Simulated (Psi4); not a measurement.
# CH4Si (SMILES [CH][SiH3]) at UPBE-D3(BJ)/6-31G(d,p) (density fitting, Cartesian functions)

We compute a short trajectory of CH4Si. 

The calculation is run with Psi4 1.11.

## Step 1: The molecule

CH4Si: 6 atoms, total charge 0, spin state triplet. SMILES: `[CH][SiH3]`. The coordinates come from a GFN2-xTB relaxation. The run starts from this shape.

Bond lengths: C1–Si2 1.808 Å, C1–H3 1.070 Å, Si2–H4 1.473 Å, Si2–H5 1.473 Å, Si2–H6 1.464 Å. Angles: C1–Si2–H4 110.4°, C1–Si2–H5 110.4°, C1–Si2–H6 109.0°, Si2–C1–H3 147.9°, H4–Si2–H5 108.7°, H4–Si2–H6 109.2°, H5–Si2–H6 109.2°.

## Step 2: A short trajectory at UPBE-D3(BJ)/6-31G(d,p) (density fitting, Cartesian functions)

File run_ase.py:

```python
import numpy as np
from ase.calculators.psi4 import Psi4
from ase import Atoms
from ase import units
from ase.md.velocitydistribution import MaxwellBoltzmannDistribution, Stationary
from ase.md.verlet import VelocityVerlet

atoms = Atoms(['C', 'Si', 'H', 'H', 'H', 'H'], positions=[
    [0.667310, -0.852170, 0.734600],
    [-0.258900, 0.404300, -0.178590],
    [1.137890, -1.813490, 0.730980],
    [-1.544120, -0.143200, -0.644620],
    [0.511450, 0.860970, -1.347520],
    [-0.513620, 1.543590, 0.705170],
])
calc = Psi4(atoms=atoms, method='pbe-d3(bj)', basis='6-31G**', memory='1600MB', num_threads=1, charge=0, multiplicity=3, label='psi4-calc', reference='uks')
atoms.calc = calc

MaxwellBoltzmannDistribution(atoms, temperature_K=600.0, rng=np.random.default_rng(944))
Stationary(atoms)
dyn = VelocityVerlet(atoms, 0.25 * units.fs)
def show():
    ep, ek = atoms.get_potential_energy(), atoms.get_kinetic_energy()
    print(f'step {dyn.nsteps:3d}  Epot {ep:14.6f}  Ekin {ek:9.6f}  Etot {ep + ek:14.6f} eV  T {atoms.get_temperature():7.1f} K')
dyn.attach(show)
dyn.run(25)
```

The run is started by

```bash
$ python run_ase.py
```

psi4-calc.dat:

```text
[...]
  Running in c1 symmetry.
[...]
  Nuclear repulsion =   48.523514263230894
[...]
  Multiplicity = 3
[...]
  Nalpha       = 13
  Nbeta        = 11
[...]
    Number of basis functions: 54
[...]
   @DF-UKS iter   1:  -329.51253470075375   -4.12280e-01   7.41717e-03 DIIS/ADIIS
[...]
   @DF-UKS iter  12:  -329.62405263712208   -1.02318e-12   2.48682e-09 DIIS
[...]
   @S^2 Observed:                2.008108381E+00
[...]
    Orbital Energies [Eh]
    ---------------------
    Alpha Occupied:
       1A    -65.434786     2A     -9.950526     3A     -5.067923
       4A     -3.479201     5A     -3.478620     6A     -3.478348
       7A     -0.608801     8A     -0.473413     9A     -0.354269
      10A     -0.318314    11A     -0.301866    12A     -0.222445
      13A     -0.204767
    Alpha Virtual:
      14A      0.001935    15A      0.039454    16A      0.048596
      17A      0.088301    18A      0.122572    19A      0.190054
      20A      0.202092    21A      0.204075    22A      0.269984
      23A      0.476757    24A      0.486693    25A      0.511597
[...]
  @DF-UKS Final Energy:  -329.62405263712208
   => Energetics <=
    Nuclear Repulsion Energy =             48.5235142632308936
    One-Electron Energy =                -550.5903535422796722
    Two-Electron Energy =                 199.9115928235157753
    DFT Exchange-Correlation Energy =     -27.4658297554739477
    Empirical Dispersion Energy =          -0.0029764261150683
    VV10 Nonlocal Energy =                  0.0000000000000000
    Total Energy =                       -329.6240526371220767
[...]
 Multipole Moments:
 ------------------------------------------------------------------------------------
     Multipole            Electronic (a.u.)      Nuclear  (a.u.)        Total (a.u.)
 ------------------------------------------------------------------------------------
 L = 1.  Multiply by 2.5417464519 to convert [e a0] to [Debye]
 Dipole X            :          0.8571973           -0.6449622            0.2122351
 Dipole Y            :         -0.4299821            0.3098843           -0.1200978
 Dipole Z            :          1.1115625           -1.1130657           -0.0015032
 Magnitude           :                                                    0.2438636
[...]
  -Total Gradient:
     Atom            X                  Y                   Z
    ------   -----------------  -----------------  -----------------
       1       -0.003550959207    -0.003529771395     0.005127244635
       2        0.025618163632     0.012898786662     0.012986700363
       3        0.004106771270    -0.006974078323    -0.001806830198
       4       -0.015215664981    -0.010177543715    -0.012239953539
       5       -0.006801230357    -0.000197570050    -0.005562327651
       6       -0.004145138752     0.007979975543     0.001473356317
[...]
```

Standard output:

```text
step   0  Epot   -8969.636405  Ekin  0.360402  Etot   -8969.276003 eV  T   464.7 K
step   1  Epot   -8969.634929  Ekin  0.358936  Etot   -8969.275993 eV  T   462.8 K
step   2  Epot   -8969.631285  Ekin  0.355315  Etot   -8969.275969 eV  T   458.1 K
step   3  Epot   -8969.625632  Ekin  0.349690  Etot   -8969.275943 eV  T   450.9 K
step   4  Epot   -8969.618237  Ekin  0.342320  Etot   -8969.275918 eV  T   441.4 K
step   5  Epot   -8969.609457  Ekin  0.333563  Etot   -8969.275894 eV  T   430.1 K
step   6  Epot   -8969.599723  Ekin  0.323854  Etot   -8969.275869 eV  T   417.6 K
step   7  Epot   -8969.589516  Ekin  0.313673  Etot   -8969.275843 eV  T   404.4 K
step   8  Epot   -8969.579326  Ekin  0.303510  Etot   -8969.275816 eV  T   391.3 K
step   9  Epot   -8969.569620  Ekin  0.293828  Etot   -8969.275792 eV  T   378.9 K
step  10  Epot   -8969.560800  Ekin  0.285029  Etot   -8969.275771 eV  T   367.5 K
step  11  Epot   -8969.553180  Ekin  0.277423  Etot   -8969.275757 eV  T   357.7 K
step  12  Epot   -8969.546959  Ekin  0.271210  Etot   -8969.275749 eV  T   349.7 K
step  13  Epot   -8969.542221  Ekin  0.266474  Etot   -8969.275747 eV  T   343.6 K
step  14  Epot   -8969.538929  Ekin  0.263177  Etot   -8969.275752 eV  T   339.3 K
step  15  Epot   -8969.536942  Ekin  0.261180  Etot   -8969.275762 eV  T   336.8 K
step  16  Epot   -8969.536033  Ekin  0.260255  Etot   -8969.275778 eV  T   335.6 K
step  17  Epot   -8969.535913  Ekin  0.260117  Etot   -8969.275797 eV  T   335.4 K
step  18  Epot   -8969.536259  Ekin  0.260441  Etot   -8969.275818 eV  T   335.8 K
step  19  Epot   -8969.536736  Ekin  0.260898  Etot   -8969.275839 eV  T   336.4 K
step  20  Epot   -8969.537026  Ekin  0.261168  Etot   -8969.275858 eV  T   336.7 K
step  21  Epot   -8969.536840  Ekin  0.260965  Etot   -8969.275874 eV  T   336.5 K
step  22  Epot   -8969.535936  Ekin  0.260049  Etot   -8969.275887 eV  T   335.3 K
step  23  Epot   -8969.534127  Ekin  0.258231  Etot   -8969.275896 eV  T   333.0 K
step  24  Epot   -8969.531285  Ekin  0.255382  Etot   -8969.275903 eV  T   329.3 K
step  25  Epot   -8969.527339  Ekin  0.251433  Etot   -8969.275906 eV  T   324.2 K
```

Wall time 3.4 min (1 thread of Intel Xeon Platinum 8259CL at 2.50GHz (Skylake/Cascade Lake), shared host); peak memory 0.82 GiB.

Step by step:

| step | potential energy change (eV) | largest force (eV/Å) |
| --- | --- | --- |
| 0 | 0.0000 | 0.7377 |
| 2 | 0.0051 | 0.9415 |
| 4 | 0.0182 | 1.2574 |
| 6 | 0.0367 | 1.5460 |
| 8 | 0.0571 | 1.8666 |
| 10 | 0.0756 | 2.0853 |
| 12 | 0.0894 | 2.1970 |
| 14 | 0.0975 | 2.2110 |
| 16 | 0.1004 | 2.1481 |
| 18 | 0.1001 | 2.0364 |
| 20 | 0.0994 | 1.9045 |
| 22 | 0.1005 | 1.7763 |
| 24 | 0.1051 | 1.6660 |
| 25 | 0.1091 | 1.6190 |

## Step 3: Outcome

Level: UPBE-D3(BJ)/6-31G** (density fitting, Cartesian functions).

| quantity | value |
| --- | --- |
| potential energy of the last frame | -329.62405 Eh |
